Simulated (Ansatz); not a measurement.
**NSF3 (SMILES N#S(F)(F)F): B3LYP/def2-SVPD**

What is the vertical singlet–triplet gap of NSF3 at B3LYP/def2-SVPD? 

Program for the calculation: Ansatz 0.2.0.

50 further runs of the same task are left out: 8 that didn't finish, 42 set aside as unsound or not needed.

## (1) The molecule

NSF3: 5 atoms, total charge 0, spin state singlet. SMILES: `N#S(F)(F)F`. The coordinates come from a PBE0-D4/def2-TZVP relaxation.

Bond lengths: N1–S2 1.409 Å, S2–F3 1.555 Å, S2–F4 1.555 Å, S2–F5 1.555 Å. Angles: N1–S2–F3 122.6°, N1–S2–F4 122.6°, N1–S2–F5 122.6°, F3–S2–F4 93.7°, F3–S2–F5 93.7°, F4–S2–F5 93.7°.

## (2) The energy at B3LYP/def2-SVPD

Input file run.yaml:

```yaml
crystal:
  periodic: [false, false, false]
  atoms:
    - {symbol: N, position_ang: [-0.349630, -0.004150, 1.591380]}
    - {symbol: S, position_ang: [-0.047340, -0.000560, 0.215490]}
    - {symbol: F, position_ang: [1.023370, -0.939300, -0.408980]}
    - {symbol: F, position_ang: [-1.108620, -0.317610, -0.875740]}
    - {symbol: F, position_ang: [0.482210, 1.261610, -0.522150]}
basis:
  gaussian: {orbitals: def2-SVPD}
hamiltonian: {xc: {name: B3LYP}}
accuracy: high
output: {orbitals: {seedname: orbitals}}
```

Command:

```sh
$ ansatz run run.yaml --threads 1 --pin off --max-ram 3480MiB --events-out events.jsonl --progress --plain --runs-dir runs
```

The program printed:

```text
Warning: RAYON_NUM_THREADS=1 ignored (pool sized by the plan → 1); use --threads N
Functional definition: B3LYP
  name "B3LYP"
  parameter a0 = 0.2
  parameter ax = 0.72
  parameter ac = 0.81
  exchange = (1 - a0 - ax)*slater_x + ax*b88_x + a0*exact_x
  correlation = (1 - ac)*vwn_rpa_c + ac*lyp_c
2313 factors; integrals over basis functions are off by at most 2.8e-9 eV
mean field evaluation 1: about -20450.0775 eV, gradient 7.8e1 eV
mean field evaluation 2: about -20392.7131 eV, gradient 1.7e2 eV
mean field evaluation 4: about -20461.1048 eV, gradient 1.2e1 eV
mean field evaluation 8: about -20461.6024 eV, gradient 1.3e0 eV
mean field evaluation 16: about -20461.6058 eV, gradient 1.4e-4 eV
mean field -20461.60581119 eV, -751.9501441866 hartree, gradient 2.8e-8 eV, S^2 0.000000; 0 other end points of the search recorded, 0 dependent functions left out
reference -20461.60584764 eV, -751.9501455262 hartree; 25, 25 occupied and 91, 91 virtual orbitals, 2313 factors
Total energy: -20461.60584764 eV, -751.9501455262 hartree
```

Wall time 11 s (1 thread of Arm Neoverse V2, shared host); peak memory 0.42 GiB.

## (3) The triplet, same level

Input file run.yaml:

```yaml
basis:
  gaussian: {orbitals: def2-SVPD}
crystal:
  periodic: [false, false, false]
  atoms:
    - {symbol: "N", position_ang: [-0.349630, -0.004150, 1.591380]}
    - {symbol: S, position_ang: [-0.047340, -0.000560, 0.215490]}
    - {symbol: F, position_ang: [1.023370, -0.939300, -0.408980]}
    - {symbol: F, position_ang: [-1.108620, -0.317610, -0.875740]}
    - {symbol: F, position_ang: [0.482210, 1.261610, -0.522150]}
magnetization: {spin_polarized: true, initial_magnetization: 2}
hamiltonian: {xc: {name: B3LYP}}
accuracy: high
output: {orbitals: {seedname: orbitals}}
```

Command:

```sh
$ ansatz run run.yaml --threads 1 --pin off --max-ram 3480MiB --events-out events.jsonl --progress --plain --runs-dir runs
```

The program printed:

```text
Warning: RAYON_NUM_THREADS=1 ignored (pool sized by the plan → 1); use --threads N
[... 7 set-up lines as earlier in the session ...]
2313 factors; integrals over basis functions are off by at most 2.8e-9 eV
mean field evaluation 1: about -20449.4278 eV, gradient 4.3e1 eV
mean field evaluation 2: about -20439.8118 eV, gradient 6.6e1 eV
mean field evaluation 4: about -20455.4903 eV, gradient 4.1e0 eV
mean field evaluation 8: about -20455.8204 eV, gradient 1.2e-1 eV
mean field evaluation 16: about -20455.8205 eV, gradient 1.2e-3 eV
mean field evaluation 32: about -20455.8205 eV, gradient 4.2e-3 eV
mean field evaluation 64: about -20455.8204 eV, gradient 6.7e-2 eV
mean field -20455.82055239 eV, -751.7375398472 hartree, gradient 7.4e-8 eV, S^2 2.003897; 8 other end points of the search recorded, 0 dependent functions left out
reference -20455.82058614 eV, -751.7375410874 hartree; 26, 24 occupied and 90, 92 virtual orbitals, 2313 factors
Total energy: -20455.82058614 eV, -751.7375410874 hartree
```

Wall time 4.5 min (1 thread of Arm Neoverse V2, shared host); peak memory 0.62 GiB.

## (4) Results

At B3LYP/def2-SVPD:

| quantity | value |
| --- | --- |
| singlet: total energy | -751.95015 Eh |
| singlet: HOMO energy | -9.61 eV |
| singlet: LUMO energy | -1.88 eV |
| singlet: HOMO–LUMO gap | 7.73 eV |
| triplet: total energy | -751.73754 Eh |
| triplet: HOMO energy (highest over α and β) | -3.99 eV |
| triplet: ⟨S²⟩ | 2.004 |
| vertical energy of the triplet above the singlet | 5.785 eV |

What this shows: At this shape the triplet lies 5.79 eV (133 kcal/mol) above the singlet.
